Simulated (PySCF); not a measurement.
C₂H₂, SMILES C#C. Geometry: PBE0-D3(BJ)/def2-TZVPD.

TDDFT-PBE0/def2-TZVPD run with PySCF puts the lowest singlet excitations at 6.78, 7.04, 7.04, 7.99, 7.99, 8.31 eV and the lowest triplet (TDA) at 5.37 eV.

Problem. What are the lowest singlet roots from EOM-CCSD/aug-cc-pVDZ (PySCF)? (The exact figures need the calculation; the answer reports its results.)

Solution. 7.37, 7.66, 7.66, 8.31, 8.31, 8.68 eV; triplets 5.56, 6.60, 6.60 eV. S1 differs by 0.59 eV (second minus first; roots are paired by order, and the bases may differ).
